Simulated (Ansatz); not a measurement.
Born–Oppenheimer molecular dynamics of C2H3NS (7 atoms, charge 0, multiplicity 1). It starts from a relaxed structure.

Computed with Ansatz, RKS B3LYP/STO-3G.

| Property | Result |
| --- | --- |
| ensemble | NVE (velocity Verlet) |
| time step | 0.5 fs |
| steps asked | 266 |
| starting velocities drawn for | 300 K |
| seed | 132893 |

First frame:

```xyz
7
Properties=species:S:1:pos:R:3
C -1.043 0.414 -0.395
N -0.029 1.039 0.221
C 0.809 -0.276 0.317
S -0.517 -1.277 -0.530
H -1.985 0.880 -0.731
H 1.005 -0.572 1.365
H 1.760 -0.208 -0.246
```

**Question.** What does the run give?

**Answer.** The run went to its last step.

- steps done: 266
- time covered: 133 fs
- mean temperature over the second half: 149 K
- spread of the potential energy over the second half: 3.1 meV per atom
- mean potential energy of the second half above the start: 14.0 meV per atom

The conserved energy stayed within 0.087 meV per atom of its start (net change 0.065 meV per atom), so the integration is sound. The temperature averaged 0.50 of the 300 K drawn at the start: a run that starts near a minimum puts about half its kinetic energy into the potential. A run of 0.13 ps of so small a system gives no equilibrium averages. Limits of this set-up: minimal basis.

**Question.** What happens to the structure?

**Answer.** The same pairs are bonded in the first frame and the last. Pairs count as bonded within 1.25 times the sum of covalent radii (0.12 Å more for H–H). This is one draw of velocities; another would differ in detail.

**Question.** How do temperature and energy run in time?

**Answer.** 
| time (fs) | T (K) | potential energy less start (eV) | conserved less start (meV/atom) |
| --- | --- | --- | --- |
| 0.0 | 300 | 0.000 | 0.00 |
| 6.5 | 70 | 0.149 | 0.08 |
| 13.0 | 154 | 0.095 | 0.05 |
| 19.5 | 193 | 0.070 | 0.02 |
| 26.0 | 57 | 0.158 | 0.08 |
| 32.5 | 182 | 0.076 | 0.05 |
| 39.0 | 198 | 0.066 | 0.03 |
| 45.5 | 102 | 0.128 | 0.07 |
| 52.0 | 220 | 0.052 | 0.03 |
| 58.5 | 105 | 0.126 | 0.06 |
| 65.0 | 122 | 0.116 | 0.05 |
| 71.5 | 166 | 0.087 | 0.05 |
| 78.0 | 125 | 0.114 | 0.06 |
| 84.5 | 195 | 0.068 | 0.03 |
| 91.0 | 157 | 0.093 | 0.06 |
| 97.5 | 122 | 0.116 | 0.06 |
| 104.0 | 192 | 0.070 | 0.02 |
| 110.5 | 76 | 0.145 | 0.08 |
| 117.0 | 158 | 0.092 | 0.05 |
| 123.5 | 187 | 0.073 | 0.04 |
| 130.0 | 121 | 0.116 | 0.06 |

The run took 2.6 min on 1 thread of Intel(R) Xeon(R) Platinum 8488C (Sapphire Rapids) (shared host), peak memory 0.19 GiB.
